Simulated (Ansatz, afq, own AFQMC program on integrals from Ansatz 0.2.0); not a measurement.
**Where AFQMC and coupled cluster stand for CHB, triplet**

```
atom   x (Å)   y (Å)    z (Å)
   B  0.0000  0.0000   0.0901
   C  0.0000  0.0000  -1.3588
   H  0.0000  0.0000   1.2688
```

Connectivity, by distances: BH–C.

Basis 6-31G. Only valence electrons are correlated. AFQMC by an in-house program on the Cholesky factors that Ansatz 0.2.0 writes for its CCSD(T) run. ph-AFQMC/CISD is guided by a CISD state made of CCSD amplitudes; releasing the constraint for a short imaginary time cuts its bias at the price of noise, slowly where states lie close. Free AFQMC starts from the CCSD state and is never constrained. Its projection time is finite, and what remains of the start isn't in its error. Error bars are statistical, one sigma.

Determinant: ROHF, the one that the program's search chose, which needn't be the lowest solution. The geometry is a PBE0/def2-TZVP stationary point of this or a neighbouring charge and spin state.

Full CI on the same integrals is exact in this basis and with this determinant's frozen core.

Cautions: a spin-contaminated unrestricted determinant lies lower (UHF 501 meV lower, ⟨S²⟩ 2.41); the search met a lower determinant of the same kind, perhaps of another symmetry (355 meV lower); the released energies are still falling, so no released level is given (meV from the phaseless value at times in 1/Eh: -6 ± 4 at 0.24, -8 ± 3 at 0.51, -12.6 ± 2.1 at 0.99, -16.0 ± 2.3 at 1.62, -19 ± 5 at 2.40), though the last usable value meets full CI within the noise.

The T1 diagnostic is 0.0394. The weight of the determinant in the CISD state is 0.881. The size of the correlated space is 8 electrons in 18 orbitals.

| level | correlation energy (eV) |
| --- | --- |
| MP2 | -2.9525 |
| CCSD | -3.6698 |
| CCSD(T) | -3.7885 |

Question: Estimate where free-projection AFQMC lies against CCSD(T) on the same integrals.

Answer: 1.27 ± 0.08 mEh below CCSD(T).

Reference: full CI, correlation energy -3.829 eV.

| level | E − E(reference) (mEh) | share of correlation (%) |
| --- | --- | --- |
| CCSD(T) | 1.48 | 98.95 |
| CCSDT | 0.44 | 99.69 |
| CCSDT(Q) | 0.08 | 99.95 |
| CCSDTQ | 0.04 | 99.97 |
| ph-AFQMC/CISD | 0.87 ± 0.16 | 99.38 |
| free AFQMC | 0.21 ± 0.08 | 99.85 |

CCSDT and higher add their correlation energy to the determinant of the CCSD(T) run, since their own runs factorise the integrals more tightly (a shift of under 2 meV). Free projections are given only where their last times agree within the noise and don't stop above the reference; a slow remainder of the start can still hide under it. A walk keeps the symmetry of its determinant, which the program's search chose and which needn't be the lowest solution, so a lower state of the same spin and another symmetry isn't excluded.
